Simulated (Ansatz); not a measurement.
**C2H2O2: single points off equilibrium**

The task here is to estimate one member of a computed series from the others.

Computed with Ansatz 0.2.0, Gaussian basis. Level: single points in def2-TZVPP.

Cores are frozen in the correlated methods.

**The system as given**

SMILES `O=C1CO1`, 6 atoms, charge 0, spin multiplicity 1.

Atoms are counted from 1 here; the program's logs count them from 0.

Bond lengths: O1–C2 1.149 Å, C2–C3 1.516 Å, C2–O4 1.306 Å, C3–H5 0.798 Å, C3–H6 1.230 Å. Angles: O1–C2–C3 138.5°, O1–C2–O4 148.0°, C3–C2–O4 72.1°, C2–C3–H5 121.4°, C2–C3–H6 94.9°, H5–C3–H6 141.0°.

Coordinates:

```xyz
6
C2H2O2
O    -0.73440   -1.62010    0.70950
C    -0.38300   -0.76930    0.02110
C     0.48860    0.46860    0.10040
O    -0.57980   -0.06980   -1.06360
H     1.22550    0.47830   -0.20480
H    -0.43320    1.22630    0.39800
```

The first run:

File run/in.yaml:

```yaml
crystal:
  periodic: [false, false, false]
  atoms:
    - {symbol: O, position_ang: [-0.734400, -1.620100, 0.709500]}
    - {symbol: C, position_ang: [-0.383000, -0.769300, 0.021100]}
    - {symbol: C, position_ang: [0.488600, 0.468600, 0.100400]}
    - {symbol: O, position_ang: [-0.579800, -0.069800, -1.063600]}
    - {symbol: H, position_ang: [1.225500, 0.478300, -0.204800]}
    - {symbol: H, position_ang: [-0.433200, 1.226300, 0.398000]}
basis:
  gaussian: {orbitals: def2-TZVPP}
correlation: {method: ccsd_t}
output: {forces: true}
```

No record of the launch command was kept for these runs.

Steps of the session up to this table: CCSD(T)/def2-TZVPP; PBE0-D4/def2-TZVPP; wB97M-V/def2-TZVPP; r2SCAN-D4/def2-TZVPP; PBE-D4/def2-TZVPP; HSE06-D4/def2-TZVPP; SPW92/def2-TZVPP.

One table of the session follows, with a row left open; its other results are not shown here.

| method | RMS force component (eV/Å) | angle to CCSD(T) forces (°) | dipole (D) |
| --- | --- | --- | --- |
| CCSD(T) | 9.258 | reference | 2.63 |
| PBE0-D4 | 9.308 | 2.1 | 2.69 |
| wB97M-V | 9.211 | 1.9 | 2.74 |
| r2SCAN-D4 | 9.228 | 0.8 | 2.63 |
| PBE-D4 | ? | ? | ? |
| HSE06-D4 | 9.308 | 2.1 | 2.69 |
| SPW92 | 9.299 | 1.5 | 2.56 |

**Question.** Estimate the row for PBE-D4.

The run gave: RMS force component (eV/Å): 9.228; angle to CCSD(T) forces (°): 1.1; dipole (D): 2.53.
